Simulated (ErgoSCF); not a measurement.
**HF/Turbomole-SV run of C2H5NO (N-methylformamide)**

Aim: the energy change on altering one bond length of C2H5NO (N-methylformamide) at HF/Turbomole-SV, from 2 runs. 

Program for the calculation: ErgoSCF 3.8.

9 further runs of the same task are left out: 4 that didn't finish, 5 set aside as unsound or not needed.

**1. The molecule**

C2H5NO has 9 atoms, charge 0, and is taken as a singlet. As SMILES, `CNC=O`. The shape is that of a PBE0-D4/def2-TZVP optimisation. This is one conformer, not always the lowest.

Bond lengths: C1–N2 1.441 Å, N2–C3 1.351 Å, C3–O4 1.209 Å, C1–H5 1.093 Å, C1–H6 1.093 Å, C1–H7 1.089 Å, N2–H8 1.005 Å, C3–H9 1.106 Å. Some angles: C1–N2–C3 122.9°, N2–C3–O4 125.5°, C1–N2–H8 119.4°, C3–N2–H8 117.6°, N2–C1–H5 111.3°, N2–C1–H6 111.3°, N2–C1–H7 107.5°, N2–C3–H9 112.0°, O4–C3–H9 122.5°, H5–C1–H6 108.9°.

**2. A single-point energy at HF/Turbomole-SV**

The input, job.ego:

```
set_nthreads(1)
scf.max_number_of_iterations = 100
scf.use_diagonalization = 1
tmpdir = "."
scf.output_mulliken_pop = 1
basis = "Turbomole-SV"
spin_polarization = 0
molecule_inline
C   -0.60471236   1.12608780  -1.66749433
N   -0.64005024  -0.76439422   0.29158474
C    1.24211698  -1.03349122   1.99403901
O    3.13864612   0.23772755   2.08569072
H   -0.68370291   0.26342782  -3.54210265
H   -2.18357854   2.44303793  -1.46982898
H    1.15859109   2.17110634  -1.48891521
H   -2.12254038  -1.94433921   0.42292071
H    0.86265998  -2.58646815   3.34160271
EOF
run "HF"
```

On the command line:

```
$ ergo < job.ego
```

Log:

```text
[...]
INSC SCF_general constructor, number of basis functions: 61
[...]
INSC Energy   1 =        -92.57197789219
[...]
INDE E_LUMO =          0.16634919199
[...]
INSC Energy  19 =       -207.72381315012  ( diff      0.000000000000114 )
[...]
RESC CONVERGED after  19 iterations.
RESC FINAL ENERGY:       -207.72381315012
[...]
INSC SCF: dipole_moment_x [atomic units] =      -1.52924948
INSC SCF: dipole_moment_y [atomic units] =      -0.65366732
INSC SCF: dipole_moment_z [atomic units] =      -0.46265031
[...]
```

Run time: 18 s. Hardware: 1 thread of Intel Xeon Platinum 8488C (Sapphire Rapids), shared host; peak memory 0.26 GiB.

**3. The distorted shape at the same level**

The input, job.ego:

```
set_nthreads(1)
molecule_inline
C     -0.68359709     1.19188617    -1.65761862
N     -0.71893497    -0.69859584     0.30146045
C      1.16323225    -0.96769284     2.00391472
O      3.05976139     0.30352592     2.09556643
H     -0.76258764     0.32922620    -3.53222694
H     -2.18357854     2.44303793    -1.46982898
H      1.07970636     2.23690472    -1.47903950
H     -2.20142511    -1.87854084     0.43279642
H      0.78377525    -2.52066977     3.35147841
EOF
tmpdir = "."
scf.use_diagonalization = 1
scf.output_mulliken_pop = 1
scf.max_number_of_iterations = 100
basis = "Turbomole-SV"
charge = 0
run "HF"
```

On the command line:

```
$ ergo job.ego
```

Log:

```text
[...]
INSC SCF_general constructor, number of basis functions: 61
[...]
INSC Energy   1 =        -92.72689637268
[...]
INDE E_LUMO =          0.16696573560
[...]
INSC Energy  19 =       -207.72182253683  ( diff     -0.000000000000966 )
[...]
RESC CONVERGED after  19 iterations.
RESC FINAL ENERGY:       -207.72182253683
[...]
INSC SCF: dipole_moment_x [atomic units] =      -1.54281608
INSC SCF: dipole_moment_y [atomic units] =      -0.64061059
INSC SCF: dipole_moment_z [atomic units] =      -0.46537238
[...]
```

It took 20 s on 1 thread of Intel Xeon Platinum 8488C (Sapphire Rapids), shared host; peak memory 0.26 GiB.

**4. Results**

At HF/Turbomole-SV:

```
                                                         quantity          value
                                        first shape: total energy  -207.72381 Eh
                                       first shape: dipole moment         4.39 D
                                    distorted shape: total energy  -207.72182 Eh
                                   distorted shape: dipole moment         4.41 D
energy change with the C1–H6 bond shortened from 1.093 to 1.038 Å       0.054 eV
```

In words: With the C1–H6 bond shortened from 1.093 to 1.038 Å the energy rises by 0.05 eV (1.2 kcal/mol). The first shape isn't relaxed at this level, so the change isn't measured from a minimum. Mulliken charges (distorted shape) run from -0.56 on N2 to +0.49 on C3.
